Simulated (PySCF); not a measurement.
PySCF input (M06-2X/6-311+G**):

```python
from pyscf import gto, dft

mol = gto.M(
    atom='''
    C    -0.00304735    0.42791482   -0.00613070
    C     1.20001360   -0.09023937    0.00044276
    F    -1.17652991   -0.15679382    0.00308106
    H     1.34031919   -1.16762619    0.01578439
    H     2.06665249    0.55271791   -0.00938634
    ''',
    basis='6-311+g**',
    charge=0,
    spin=1,
    verbose=4,
)

mf = dft.UKS(mol, xc='m062x')
mf.grids.level = 4
mf.conv_tol = 1e-9
mf.max_cycle = 100
mf.max_memory = 1500
mf.kernel()
if not mf.converged:
    mf = mf.newton()
    mf.kernel(mf.make_rdm1())
mo, _, stable, _ = mf.stability(return_status=True)
if not stable:
    mf.kernel(mf.make_rdm1(mo, mf.mo_occ))
    stable = mf.stability(return_status=True)[2]
mf.dip_moment()
```

From the last part of the output:

```
radial grids:
    Treutler-Ahlrichs [JCP 102, 346 (1995); DOI:10.1063/1.469408] (M4) radial grids

becke partition: Becke, JCP 88, 2547 (1988); DOI:10.1063/1.454033
pruning grids: <function nwchem_prune>
grids dens level: 4
symmetrized grids: False
atomic radii adjust function: <function treutler_atomic_radii_adjust>
small_rho_cutoff = 0
Set gradient conv threshold to 3.16228e-05
tot grids = 117472
init E= -177.471028480942
  alpha nocc = 12  HOMO = -0.187189361100302  LUMO = 0.00422329785298232
  beta  nocc = 11  HOMO = -0.287919873332996  LUMO = -0.187189361100305

WARN: HOMO -0.187189361100302 >= LUMO -0.187189361100305

cycle= 1 E= -177.075251699373  delta_E= 0.396  |g|= 0.31  |ddm|=  1.5
  alpha nocc = 12  HOMO = -0.356017788273003  LUMO = 0.0252580255237047
  beta  nocc = 11  HOMO = -0.343167028231186  LUMO = -0.117134813256715
  HOMO = -0.343167028231  LUMO = -0.117134813257  gap/eV = 6.15065
cycle= 2 E= -177.073054963296  delta_E= 0.0022  |g|= 0.347  |ddm|= 0.663
  alpha nocc = 12  HOMO = -0.327213176252976  LUMO = 0.0286911273653868
  beta  nocc = 11  HOMO = -0.339287422984885  LUMO = -0.0725765472042461
  HOMO = -0.327213176253  LUMO = -0.0725765472042  gap/eV = 6.92902
cycle= 3 E= -177.118617023692  delta_E= -0.0456  |g|= 0.0367  |ddm|= 0.206
  alpha nocc = 12  HOMO = -0.335791324000264  LUMO = 0.0323264572443439
  beta  nocc = 11  HOMO = -0.337682726073687  LUMO = -0.0694144936377867
  HOMO = -0.335791324  LUMO = -0.0694144936378  gap/eV = 7.24848
cycle= 4 E= -177.119789035043  delta_E= -0.00117  |g|= 0.0122  |ddm|= 0.103
  alpha nocc = 12  HOMO = -0.337201343140938  LUMO = 0.0324349203628695
  beta  nocc = 11  HOMO = -0.337180004376403  LUMO = -0.0640425208200206
  HOMO = -0.337180004376  LUMO = -0.06404252082  gap/eV = 7.43245
cycle= 5 E= -177.120093224066  delta_E= -0.000304  |g|= 0.00675  |ddm|= 0.046
  alpha nocc = 12  HOMO = -0.33873829580524  LUMO = 0.0327569190923346
  beta  nocc = 11  HOMO = -0.336856594860219  LUMO = -0.0640485061301597
  HOMO = -0.33685659486  LUMO = -0.0640485061302  gap/eV = 7.42349
cycle= 6 E= -177.120152259309  delta_E= -5.9e-05  |g|= 0.00438  |ddm|= 0.0139
  alpha nocc = 12  HOMO = -0.339076984259636  LUMO = 0.0327442294612561
  beta  nocc = 11  HOMO = -0.337109359226027  LUMO = -0.0635822074234049
  HOMO = -0.337109359226  LUMO = -0.0635822074234  gap/eV = 7.44305
cycle= 7 E= -177.12018450819  delta_E= -3.22e-05  |g|= 0.00126  |ddm|= 0.00996
  alpha nocc = 12  HOMO = -0.339095844854034  LUMO = 0.0328299003932183
  beta  nocc = 11  HOMO = -0.33698361052214  LUMO = -0.0634857032706861
  HOMO = -0.336983610522  LUMO = -0.0634857032707  gap/eV = 7.44226
cycle= 8 E= -177.120190510052  delta_E= -6e-06  |g|= 0.000546  |ddm|= 0.004
  alpha nocc = 12  HOMO = -0.339212695175345  LUMO = 0.0328340043858682
  beta  nocc = 11  HOMO = -0.33712400376626  LUMO = -0.063556845462486
  HOMO = -0.337124003766  LUMO = -0.0635568454625  gap/eV = 7.44414
cycle= 9 E= -177.120191692014  delta_E= -1.18e-06  |g|= 0.000209  |ddm|= 0.00203
  alpha nocc = 12  HOMO = -0.339159539878781  LUMO = 0.0328396685767552
  beta  nocc = 11  HOMO = -0.33707310361736  LUMO = -0.0635110202738431
  HOMO = -0.337073103617  LUMO = -0.0635110202738  gap/eV = 7.44400
cycle= 10 E= -177.120191808468  delta_E= -1.16e-07  |g|= 7.33e-05  |ddm|= 0.000699
  alpha nocc = 12  HOMO = -0.33918014734294  LUMO = 0.032841787010352
  beta  nocc = 11  HOMO = -0.337093349046551  LUMO = -0.0635221799744805
  HOMO = -0.337093349047  LUMO = -0.0635221799745  gap/eV = 7.44425
cycle= 11 E= -177.120191815776  delta_E= -7.31e-09  |g|= 2.04e-05  |ddm|= 0.000176
  alpha nocc = 12  HOMO = -0.339179853806218  LUMO = 0.032841869652863
  beta  nocc = 11  HOMO = -0.337090791334237  LUMO = -0.0635192279523018
  HOMO = -0.337090791334  LUMO = -0.0635192279523  gap/eV = 7.44426
cycle= 12 E= -177.120191816309  delta_E= -5.33e-10  |g|= 5.17e-06  |ddm|= 4.62e-05
  alpha nocc = 12  HOMO = -0.339178973183038  LUMO = 0.0328417578485767
  beta  nocc = 11  HOMO = -0.337091297910884  LUMO = -0.0635185325541556
  HOMO = -0.337091297911  LUMO = -0.0635185325542  gap/eV = 7.44429
Extra cycle  E= -177.120191816336  delta_E= -2.68e-11  |g|= 2.94e-06  |ddm|= 9.99e-06
converged SCF energy = -177.120191816336  <S^2> = 0.7635628  2S+1 = 2.0135171
uhf_internal: lowest eigs of H = [0.19506163 0.28341576 0.41812817]
<class 'pyscf.dft.uks.UKS'> wavefunction is stable in the internal stability analysis
Dipole moment(X, Y, Z, Debye):  1.21780, -0.19881,  0.00198
```

The geometry given is a B3LYP-D3(BJ)/def2-TZVP minimum.
